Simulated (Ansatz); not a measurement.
**How far a parabola holds: energy against volume of rock-salt CdO**

System: rock-salt CdO. Method: PBE in Ansatz (plane waves, PAW). Settings: plane-wave cutoff 520 eV, 12×12×12 k mesh, Fermi–Dirac smearing 0.01 eV, scalar-relativistic PAW data made under PBE. The cell has no free parameter but its volume, all volumes share cutoff and mesh, and the runs aren't spin-polarised. Energies are free energies at the run's smearing, counted from the lowest row; static lattice.

| V (Å³/atom) | E (meV/atom) |
|---|---|
| 13.004 | 9.22 |
| 13.275 | 2.22 |
| 13.546 | 0.00 |
| 13.816 | 2.05 |
| 14.087 | 7.89 |
| 14.358 | ? |

**Question.** Fit E against V with a parabola, and predict the withheld value at V = 14.358.

**Answer.** With u = V - 13.5, the rows have u = -0.4960, -0.2250, 0.0460, 0.3160, 0.5870. Least squares gives E = 0.108 - 3.700·u + 29.174·u². Residuals (row less fit): 0.100, -0.197, 0.000, 0.198, -0.099; standard error 0.221 (degrees of freedom: 2). The fitted curve has its minimum at V = 13.6, where E = -0.01. Its curvature is d²E/dV² = 2 × 29.174 meV/Å⁶, so B = V0·d²E/dV² × 0.1602 = 127 GPa. At the withheld row, u = 0.8580, so E = 0.108 - 3.700 × 0.8580 + 29.174 × 0.8580² = 18.410 meV/atom. The calculation gives 17.10 meV/atom, 1.310 meV/atom below the prediction (7.7 % of the range of E in the table). The row lies outside the fitted rows, so this is an extrapolation. From the scatter of the fitted rows alone, a prediction at this place has a standard error of 0.524 meV/atom, so the miss is 2.5 times that.

The residuals are curvature that a parabola lacks, not noise. A solid that stiffens under compression and softens on expansion lies above the parabola at the compressed end and under it at the expanded end, as this row does. A third-order Birch-Murnaghan fit to the whole scan has B0 = 126 GPa. Only scans are tabulated whose curvature falls smoothly with volume, and where the parabola meets the shown rows within 5 % of their range and misses the end by 0.1 meV or more.

Measured, for comparison: bulk modulus 147 GPa (temperature not stated, no zero-point or thermal correction; as tabulated in Gopal et al. (2015), doi:10.1103/physrevb.91.245202). Computed less measured: bulk modulus -14 %.

Note: this level leaves the solid without a gap, although one is measured.

Ansatz is an electronic-structure program.
